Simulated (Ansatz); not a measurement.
A made-up structure of MgBH$_{3}$, singlet:

B1  (-0.011, -0.935, 0.327)
Mg2  (0.013, 1.221, -0.428)
H3  (0.765, -1.363, 1.141)
H4  (-0.800, -1.763, -0.046)
H5  (0.235, -0.865, 1.448)
(Å)

It is relaxed with PBE-D4/def2-SVP and then PBE0-D4/def2-TZVP (Ansatz 0.2.0). Atoms count as bonded within 1.22 times the sum of their covalent radii (H–H: 0.88 Å). The end point is not checked to be a true minimum.

(1) Does its bonding change? (Judge from chemistry; the calculation decides.)

Results:

(1) The calculation gives: Yes. Formed: none; broken: H3–H5.

Where it ends: The first stage lowers the energy by 3.75 eV in 7 steps. It ends as MgBH₃ ([BH3][Mg]):
B1  (0.022, -1.123, 0.689)
Mg2  (0.125, 0.975, -0.412)
H3  (1.194, -1.339, 0.539)
H4  (-0.771, -1.574, -0.094)
H5  (-0.368, -0.643, 1.720)
(Å)

Labels in which every atom is bracketed show which atoms are joined, not bond orders.

For scale, one of the runs: PBE0-D4/def2-TZVP relaxation, 81 basis functions, launched by `ansatz run in.yaml --threads 2 --pin off --events-out ev --progress --plain --max-ram 4352MiB`. Hardware: 2 CPU threads of an Arm Neoverse V2, shared host. Wall time about 3.4 s.
